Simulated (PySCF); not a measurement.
## Bonding in `CCCPC`

Compound: C4H11P.
Atom-mapped SMILES: `[CH3:1][CH2:2][CH2:3][PH:4][CH3:5]` (hydrogens: H6, H7, H8 on C1; H9, H10 on C2; H11, H12 on C3; H13 on P4; H14, H15, H16 on C5)

Geometry (GFN2-xTB, Å), atoms numbered from 1 in this order:
```xyz
16
C4H11P angstrom
C     -2.011    0.377    0.605
C     -1.061    0.107   -0.553
C     -0.045   -0.980   -0.213
P      0.997   -0.562    1.280
C      2.106    0.710    0.518
H     -2.720    1.160    0.348
H     -2.564   -0.524    0.860
H     -1.446    0.690    1.482
H     -0.536    1.029   -0.815
H     -1.631   -0.206   -1.433
H      0.611   -1.166   -1.069
H     -0.568   -1.911    0.023
H      1.878   -1.634    1.078
H      1.570    1.655    0.441
H      2.449    0.404   -0.469
H      2.963    0.859    1.173
```

Bond orders from the PBE0/pcSseg-1 density (PySCF). One conformer (not necessarily the lowest) at the GFN2-xTB geometry, without solvent, vibrations or thermal averaging.

Question: How far do the computed orders between heavy atoms stray from the drawn ones?

Answer: The largest departure is 0.049, at C1–C2 (drawn single, 1.049).

Question: Give the Mayer order of every bond between heavy atoms, beside its length.

Answer: 
```
 bond  drawn as  length (Å)  Mayer order
C1–C2    single       1.522        1.049
C2–C3    single       1.526        1.028
C3–P4    single       1.868        0.979
P4–C5    single       1.852        0.993
```

Bonds between the same two heavy elements. C–C: lowest C2–C3 (1.028, 1.526 Å), highest C1–C2 (1.049, 1.522 Å). C–P: all 2 within 0.02 of one another (0.979 to 0.993).

Question: And the bonds to hydrogen?

Answer: C–H: 0.94 to 0.97 (10 bonds); H–P: 0.93 (1 bond).

Question: Sum the orders of all bonds at each heavy atom with more than one neighbour and set the sums beside the valence in the SMILES.

Answer: C1 3.942 (drawn 4), C2 3.982 (drawn 4), C3 3.898 (drawn 4), P4 2.906 (drawn 3), C5 3.860 (drawn 4). Orders between atoms that aren't bonded are not in these sums.

The Mayer order sums products of elements of PS (density times overlap matrix) between the two atoms' basis functions, so it depends on the basis set.
